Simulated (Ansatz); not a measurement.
A nudged elastic band was laid between two geometries of BFH2 + CH3 (8 atoms, charge 0, multiplicity 2).

These are results of Ansatz, UHF/def2-SVP, not measurements.

```
movable images  : 1
climbing image  : yes
spring          : 5.0 eV/Å²
optimiser       : quadratic models (default)
start path      : through a guess of the saddle point
force threshold : 0.05 eV/Å
iteration limit : 60
end points      : relaxed
```

First end point:

```xyz
8
Properties=species:S:1:pos:R:3
B 0.011 -0.019 -1.008
H 0.056 -0.115 0.184
F 1.144 0.056 -1.665
H -1.008 0.011 -1.635
C -0.022 0.016 4.202
H -0.619 -0.883 4.257
H 1.051 -0.050 4.099
H -0.500 0.984 4.263
```

Last end point:

```xyz
8
Properties=species:S:1:pos:R:3
B 0.004 0.009 -1.474
H 0.113 -0.003 2.582
F 1.115 0.008 -2.144
H -1.066 0.013 -2.023
C 0.012 -0.006 3.667
H -0.577 -0.870 3.975
H 1.000 -0.059 4.124
H -0.488 0.907 3.989
```

(1) What changes between the two ends?

(2) What energy profile does the band end with?

(3) What is the geometry of the highest image?

Results:

(1) Bonds broken: B1–H2. Bonds formed: H2–C5. BFH2 + CH3 becomes BFH + CH4.

(2) The run converged. The highest image is number 1 of 0 to 2, 31.4 kcal/mol above the first end and 27.8 kcal/mol above the last; the last end lies 3.5 kcal/mol above the first. Neighbouring images differ by up to 1.4 eV, so the band resolves the path poorly. The order of the point at the top wasn't checked. So few images can step over the top or miss a turn of the path.

```tsv
image	path coordinate (Å)	energy (kcal/mol)	B1–H2 (Å)	H2–C5 (Å)
0	0.00	0.0	1.20	4.02
1	3.81	31.4	1.37	1.41
2	7.73	3.5	4.06	1.09
```

(3) 
```xyz
8
Properties=species:S:1:pos:R:3
B -0.007 0.158 0.165
H 0.072 0.625 1.447
F 1.088 -0.394 -0.307
H -1.074 -0.173 -0.275
C 0.017 0.020 2.720
H -0.458 -0.954 2.640
H 1.054 -0.025 3.037
H -0.579 0.744 3.268
```

Run time: 22 s on 1 thread of Arm Neoverse V1 (shared host), peak memory 0.13 GiB.
